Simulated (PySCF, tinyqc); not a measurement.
Inside a calculation. Method: CID on RHF in the sto-3g basis, frozen core, for LiH, spin multiplicity 1. The lowest restricted solution is unstable here: a spin-polarised one lies 0.0031 hartree lower (PySCF). One step of it, computed by the program tinyqc.

Problem. Orthogonalisation. S = U s U^T; symmetric (Loewdin) form X = U s^(-1/2) U^T, so that X^T S X = 1.

overlap S:
```
           1Li 1s    1Li 2s   1Li 2px   1Li 2py   1Li 2pz     2H 1s
1Li 1s   1.000000  0.241137  0.000000  0.000000  0.000000  0.019037
1Li 2s   0.241137  1.000000  0.000000  0.000000  0.000000  0.263232
1Li 2px  0.000000  0.000000  1.000000  0.000000  0.000000  0.000000
1Li 2py  0.000000  0.000000  0.000000  1.000000  0.000000  0.000000
1Li 2pz  0.000000  0.000000  0.000000  0.000000  1.000000  0.380643
2H 1s    0.019037  0.263232  0.000000  0.000000  0.380643  1.000000
```

Give: eigenvalues of S; X.

Solution.

eigenvalues of S: 0.519  0.805  1.000  1.000  1.183  1.493

X:
```
         1Li 1s  1Li 2s  1Li 2px  1Li 2py  1Li 2pz   2H 1s
1Li 1s    1.023  -0.130    0.000    0.000   -0.006   0.018
1Li 2s   -0.130   1.056    0.000    0.000    0.046  -0.157
1Li 2px   0.000   0.000    1.000    0.000    0.000   0.000
1Li 2py   0.000   0.000    0.000    1.000    0.000   0.000
1Li 2pz  -0.006   0.046    0.000    0.000    1.065  -0.221
2H 1s     0.018  -0.157    0.000    0.000   -0.221   1.096
```
